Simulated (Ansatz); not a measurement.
This geometry of BH$_{6}$N (8 atoms, charge 0, multiplicity 1) is a first-order saddle point.

The calculation used RKS r2SCANh-D4/def2-SVPD (Ansatz).

```xyz
8
Properties=species:S:1:pos:R:3
B 0.028 -0.347 0.113
H -0.249 0.326 1.273
H 1.082 0.134 -0.222
H -0.960 -0.143 -0.547
N 0.127 -1.799 0.710
H -0.603 -2.454 0.474
H 1.038 -2.229 0.752
H -0.148 -0.651 1.445
```

Q: Which two structures does it join? (They come from a converged band through this point; their orientation in space is the band's.)

A: Bonds broken: B1–H2, N5–H8. Bonds formed: H2–H8. BH6N becomes BH4N + H2.

Image 0:

```xyz
8
Properties=species:S:1:pos:R:3
B 0.045 -0.129 0.162
H 0.253 0.630 1.093
H 0.947 -0.148 -0.659
H -1.061 0.008 -0.337
N 0.035 -1.630 0.824
H -0.150 -2.340 0.119
H 0.930 -1.846 1.255
H -0.683 -1.709 1.540
```

Image 8:

```xyz
8
Properties=species:S:1:pos:R:3
B 0.166 -0.745 -0.451
H -0.636 0.850 2.700
H 1.131 -0.027 -0.519
H -0.916 -0.401 -0.851
N 0.306 -2.010 0.107
H -0.457 -2.664 0.193
H 1.183 -2.365 0.459
H -0.462 0.197 2.359
```

Q: How far does it lie above each of them?

A: 1.59 eV above the first and 1.46 eV above the second. This is the barrier of this one path; another mechanism may lie lower. The orbitals stay closed-shell, which can raise the energy where a bond breaks towards radicals; this wasn't checked here.

Run time: 110 s on 2 threads of AMD EPYC 7R32 (Zen 2), with other jobs on the host, peak memory 0.18 GiB.
